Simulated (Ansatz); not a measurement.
The input, for Ansatz 0.2.0:

```yaml
crystal:
  periodic: [false, false, false]
  atoms:
    - {symbol: Pd, position_ang: [0.000000, 0.000000, 0.000000]}
    - {symbol: N, position_ang: [0.000000, 0.000000, 1.796800]}
basis:
  gaussian: {orbitals: def2-TZVPP}
magnetization: {spin_polarized: true, initial_magnetization: 1}
hamiltonian: {xc: {name: PBE}}
output: {orbitals: {seedname: orbitals}}
```

```sh
$ ansatz run in.yaml --threads 1 --pin off --events-out ev --progress --plain --max-ram 4096MiB --backend cpu
```

Question: Roughly how long does this take on 1 thread of AMD EPYC 7R13, shared host, and how much host memory?

Answer: 23 s wall and 0.18 GiB.

```
514 factors; their error is unknown
mean field evaluation 1: about -4952.5883 eV, gradient 5.4e1 eV
mean field evaluation 2: about -4829.5576 eV, gradient 1.3e2 eV
mean field evaluation 4: about -4960.8340 eV, gradient 3.1e1 eV
mean field evaluation 8: about -4966.3453 eV, gradient 4.6e0 eV
mean field evaluation 16: about -4966.4483 eV, gradient 2.5e-3 eV
mean field evaluation 32: about -4945.8029 eV, gradient 7.4e1 eV
mean field evaluation 64: about -4966.4483 eV, gradient 1.4e-4 eV
mean field evaluation 96: about -4959.1674 eV, gradient 1.2e1 eV
mean field evaluation 128: about -4966.3991 eV, gradient 1.2e0 eV
mean field evaluation 160: about -4966.0289 eV, gradient 6.9e0 eV
mean field evaluation 192: about -4966.2570 eV, gradient 7.3e-1 eV
mean field evaluation 224: about -4966.4221 eV, gradient 5.5e-1 eV
mean field evaluation 256: about -4965.2372 eV, gradient 5.9e-1 eV
mean field -4966.44833851 eV, -182.5136100605 hartree, gradient 2.9e-6 eV, S^2 1.757871; 18 other end points of the search recorded, 0 dependent functions left out
reference -4966.44837904 eV, -182.5136115501 hartree; 13, 12 occupied and 74, 75 virtual orbitals, 514 factors
Total energy: -4966.44837904 eV, -182.5136115501 hartree
```
